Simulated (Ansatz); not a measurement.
`N=CC(N)=O`, relaxed with RKS PBE0-D4/def2-TZVP in Ansatz 0.2.0 from a PBE-D4/def2-SVP geometry. The force threshold is 0.005 eV/Å; the program also tests the step.

Total charge 0; spin multiplicity 1.

Start:

```xyz
9

N     1.400    0.211   -0.733
C     0.502    0.831   -0.064
C    -0.732    0.104    0.441
N    -0.753   -1.213    0.104
O    -1.592    0.700    1.087
H     2.171    0.847   -1.001
H     0.509    1.909    0.215
H    -1.533   -1.803    0.389
H     0.029   -1.586   -0.439
```

```csv
step,energy (eV),largest force (eV/Å),largest move (Å)
1,-7160.8470,0.946,0.000
2,-7160.9000,0.260,0.025
3,-7160.9034,0.064,0.008
4,-7160.9036,0.094,0.012
5,-7160.9037,0.009,0.004
6,-7160.9037,0.002,0.001
```

End:

```xyz
9

N     1.389    0.228   -0.724
C     0.499    0.829   -0.063
C    -0.720    0.095    0.432
N    -0.749   -1.207    0.103
O    -1.569    0.685    1.068
H     2.151    0.849   -0.991
H     0.508    1.888    0.213
H    -1.524   -1.776    0.391
H     0.014   -1.591   -0.429
```

Run time 17 s (4 threads of a server CPU on a shared host); peak host memory 0.39 GiB.
